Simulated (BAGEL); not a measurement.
# A workflow on PH3 (SMILES P)

Wanted: the energy (HF/cc-pVDZ), then a single-point energy (NEVPT2(2,2)/cc-pVDZ), then the energy (CASPT2(2,2)/cc-pVDZ) of PH3. 

The calculation is run with BAGEL 1.2.2.

1 further run of the same task is left out (set aside as unsound or not needed).

### 1 The molecule

The species is PH3 (4 atoms), meant as a singlet with charge 0. As SMILES, `P`. One bond was lengthened or shortened from a relaxed shape.

Bond lengths: P1–H2 1.207 Å, P1–H3 1.420 Å, P1–H4 1.420 Å. Angles: H2–P1–H3 93.1°, H2–P1–H4 93.1°, H3–P1–H4 93.1°.

### 2 A single-point energy at HF/cc-pVDZ (density fitting with svp-jkfit) (run 1)

input.json

```json
{ "bagel": [

{
  "title": "molecule",
  "basis": "cc-pvdz.json",
  "df_basis": "svp-jkfit",
  "angstrom": "false",
  "geometry": [
    { "atom": "P", "xyz": [  0.73460835, -0.53407818, -0.24342696 ] },
    { "atom": "H", "xyz": [  1.19222821, -0.06425069,  1.94074873 ] },
    { "atom": "H", "xyz": [ -1.81935650, -1.16997102,  0.27738156 ] },
    { "atom": "H", "xyz": [  0.13499825,  2.01705209, -0.81809267 ] }
  ]
},
{ "title": "hf" },
{ "title": "print", "file": "orbitals.molden", "orbitals": "true" }

]}
```

The basis set cc-pVDZ is read from a file made from the Basis Set Exchange's data (not shown).

On the command line:

```
$ BAGEL_NUM_THREADS=1 BAGEL input.json > input.out
```

The log of the run:

```text
* using 1 threads per process

  ===============================================================
  ===============================================================

  *** Geometry ***

  { "atom" : "P", "xyz" : [      0.734608,     -0.534078,     -0.243427 ] },
  { "atom" : "H", "xyz" : [      1.192228,     -0.064251,      1.940749 ] },
  { "atom" : "H", "xyz" : [     -1.819357,     -1.169971,      0.277382 ] },
  { "atom" : "H", "xyz" : [      0.134998,      2.017052,     -0.818093 ] },

  Number of auxiliary basis functions:      182

  Since a DF basis is specified, we compute 2- and 3-index integrals:
    o Being stored without compression. Storage requirement is 0.002 GB

  Number of basis functions:       33
  Number of electrons      :       18

    * METHOD: MOLECULE                             0.04

  *** RHF ***

  === Nuclear Repulsion ===
    18.5693085701

      * DIIS with orbital gradients will be used.

  === RHF iteration (cc-pvdz.json) ===
      0       -342.41626195          0.01237918           0.00
      1       -342.44037455          0.00437277           0.00
      2       -342.44327037          0.00049458           0.00
      3       -342.44330850          0.00012625           0.00
      4       -342.44331208          0.00001753           0.00
      5       -342.44331216          0.00000422           0.00
      6       -342.44331216          0.00000132           0.00
      7       -342.44331216          0.00000029           0.00
      8       -342.44331216          0.00000005           0.00
      9       -342.44331216          0.00000001           0.00
     10       -342.44331216          0.00000000           0.00
    * SCF iteration converged.

    * Permanent dipole moment:
           (    0.132746,    -0.169890,    -0.257324) a.u.

    * METHOD: HF                                   0.08

    * METHOD: PRINT                                0.01

  ===============================================================
```

Wall time 0.32 s (1 thread of Arm Neoverse N1, shared host).

### 3 A single-point energy at NEVPT2(2,2)/cc-pVDZ (density fitting with svp-jkfit) (run 2)

input.json

```json
{ "bagel": [

{
  "title": "molecule",
  "basis": "cc-pvdz.json",
  "df_basis": "svp-jkfit",
  "angstrom": false,
  "geometry": [
    { "atom": "P", "xyz": [     0.73460835,    -0.53407818,    -0.24342696 ] },
    { "atom": "H", "xyz": [     1.19222821,    -0.06425069,     1.94074873 ] },
    { "atom": "H", "xyz": [    -1.81935650,    -1.16997102,     0.27738156 ] },
    { "atom": "H", "xyz": [     0.13499825,     2.01705209,    -0.81809267 ] }
  ]
},

{ "title": "hf" },

{ "title": "nevpt2", "nstate": 1, "nact": 2, "nclosed": 8, "active": [6, 12], "maxiter": 200, "natocc": true, "ncore": 5 },

{ "title": "print", "file": "orbitals.molden", "orbitals": true }

]}
```

The basis set cc-pVDZ is read from a file made from the Basis Set Exchange's data (not shown).

On the command line:

```
$ BAGEL_NUM_THREADS=1 BAGEL input.json > input.out
```

The log of the run:

```text
* using 1 threads per process

  ===============================================================
  ===============================================================

  *** Geometry ***

  { "atom" : "P", "xyz" : [      0.734608,     -0.534078,     -0.243427 ] },
  { "atom" : "H", "xyz" : [      1.192228,     -0.064251,      1.940749 ] },
  { "atom" : "H", "xyz" : [     -1.819357,     -1.169971,      0.277382 ] },
  { "atom" : "H", "xyz" : [      0.134998,      2.017052,     -0.818093 ] },

[... 23 lines left out ...]
    * SCF iteration converged.
[... 1 line left out ...]
    * Permanent dipole moment:
[... 28 lines left out ...]
    * Second-order optimization converged. *
[... 9 lines left out ...]
     * ci vector, state   0, <S^2> = 0.0000
       2.     0.9969236759
       .2    -0.0783784686

  === DF-NEVPT2 calculation ===

    * 3-index integral transformation done
    * assembly done

      NEVPT2 correlation energy:   -0.1198537629      0.01

          (+0)     -0.0774525204
          (+0)'    -0.0071468653
          (+1)     -0.0043826214
          (+1)'    -0.0000000000
          (+2)     -0.0004456012
          (-1)     -0.0204380906
          (-1)'     0.0000000000
          (-2)     -0.0099880640

      NEVPT2 total energy:       -342.5741643879

    * METHOD: NEVPT2                               0.29

    * METHOD: PRINT                                0.01

  ===============================================================
```

It took 0.56 s on 1 thread of Arm Neoverse N1, shared host.

### 4 A single-point energy at CASPT2(2,2)/cc-pVDZ (density fitting with svp-jkfit) (run 3)

job.json

```json
{ "bagel": [

{
  "title": "molecule",
  "basis": "cc-pvdz.json",
  "df_basis": "svp-jkfit",
  "geometry": [
    { "atom": "P", "xyz": [  0.73460835, -0.53407818, -0.24342696 ] },
    { "atom": "H", "xyz": [  1.19222821, -0.06425069,  1.94074873 ] },
    { "atom": "H", "xyz": [ -1.81935650, -1.16997102,  0.27738156 ] },
    { "atom": "H", "xyz": [  0.13499825,  2.01705209, -0.81809267 ] }
  ]
},
{ "title": "hf" },
{ "title": "casscf", "nstate": 1, "nact": 2, "nclosed": 8, "active": [6, 12], "maxiter": 200, "natocc": "true" },
{ "title": "print", "file": "orbitals.molden", "orbitals": "true" },
{ "title": "smith", "method": "caspt2", "ms": "true", "xms": "true", "sssr": "true", "shift": 0.2, "shift_imag": "true", "ncore": 5 }

]}
```

The basis set cc-pVDZ is read from a file made from the Basis Set Exchange's data (not shown).

On the command line:

```
$ BAGEL_NUM_THREADS=1 BAGEL job.json > job.out
```

The log of the run:

```text
* using 1 threads per process

  ===============================================================
  ===============================================================

  *** Geometry ***

  { "atom" : "P", "xyz" : [      0.734608,     -0.534078,     -0.243427 ] },
  { "atom" : "H", "xyz" : [      1.192228,     -0.064251,      1.940749 ] },
  { "atom" : "H", "xyz" : [     -1.819357,     -1.169971,      0.277382 ] },
  { "atom" : "H", "xyz" : [      0.134998,      2.017052,     -0.818093 ] },

[... 25 lines left out ...]
    * Permanent dipole moment:
[... 37 lines left out ...]
     * ci vector, state   0, <S^2> = 0.0000
[... 21 lines left out ...]
       #      aibj      arbs      arbi      airj      risj      airs      arst      rist         Etot      error   time
[... 8 lines left out ...]
      ------------------------------------------------------------------------------------------------------------------

    * CASPT2 energy : state  0     -342.5796167188
        w/o shift correction       -342.5786468626
        reference weight              0.9491685247

    * METHOD: SMITH                                0.10

  ===============================================================
```

It took 0.66 s on 1 thread of Arm Neoverse N1, shared host.

### 5 Results

| quantity | value |
| --- | --- |
| run 1, HF/cc-pVDZ: total energy | -342.44331 Eh |
| run 1, HF/cc-pVDZ: dipole moment | 0.85 D |
| run 1, HF/cc-pVDZ: HOMO energy | -10.49 eV |
| run 1, HF/cc-pVDZ: LUMO energy | 4.69 eV |
| run 1, HF/cc-pVDZ: HOMO–LUMO gap | 15.18 eV |
| run 2, NEVPT2(2,2)/cc-pVDZ: total energy | -342.57416 Eh |
| run 3, CASPT2(2,2)/cc-pVDZ: total energy | -342.57962 Eh |
